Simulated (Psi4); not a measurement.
# UBP86/def2-SVP (density fitting) run of BH2 (boron dihydride)

Aim: molecular dynamics of BH2 (boron dihydride). The job is set up through an ASE script.

The results are computed with Psi4 1.11.

**1. Starting point**

BH2: 3 atoms, total charge 0, spin state doublet. SMILES: `[BH2]`. Geometry: a GFN2-xTB relaxation, a rough one for these elements and not checked as a minimum. The run starts from this shape.

Bond lengths: B1–H2 1.159 Å, B1–H3 1.159 Å. Angles: H2–B1–H3 128.4°.

**2. Molecular dynamics at UBP86/def2-SVP (density fitting)**

File run.py:

```python
import numpy as np
from ase.calculators.psi4 import Psi4
from ase import Atoms
from ase import units
from ase.md.velocitydistribution import MaxwellBoltzmannDistribution, Stationary
from ase.md.verlet import VelocityVerlet

mol = Atoms(['B', 'H', 'H'], positions=[
    [0.262840, -0.166230, 0.128640],
    [0.280020, 0.985320, 0.260980],
    [-0.542860, -0.819090, -0.389630],
])
calc = Psi4(atoms=mol, method='bp86', basis='def2-SVP', memory='1600MB', num_threads=1, charge=0, multiplicity=2, label='bh2', reference='uks')
mol.calc = calc

MaxwellBoltzmannDistribution(mol, temperature_K=600.0, rng=np.random.default_rng(385))
Stationary(mol)
dyn = VelocityVerlet(mol, 1.0 * units.fs)
def show():
    ep, ek = mol.get_potential_energy(), mol.get_kinetic_energy()
    print(f'step {dyn.nsteps:3d}  Epot {ep:14.6f}  Ekin {ek:9.6f}  Etot {ep + ek:14.6f} eV  T {mol.get_temperature():7.1f} K')
dyn.attach(show)
dyn.run(25)
```

Run with:

```
$ python run.py
```

Q: Predict the results. Wanted: potential energy of the last frame.

Answer, from the run:

Level: UBP86/def2-SVP (density fitting).

```
                          quantity         value
potential energy of the last frame  -25.90078 Eh
```
